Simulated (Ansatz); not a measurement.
Problem. Name a neutral molecule of B, P and H with ideal-gas entropy at 298 K and 1 bar (rigid rotor, harmonic PBE0-D4/def2-TZVP) between 253 and 269 J/(mol·K) and HOMO energy (PBE/def2-TZVPP) between -7.35 and -7.05 eV (Ansatz, PBE0-D4/def2-TZVP geometry).

Solution. `[BH3-][PH3+]` (259 J/(mol·K), -7.31 eV). Other molecules can fit too; these were computed, each in one conformer that needn't be the lowest.
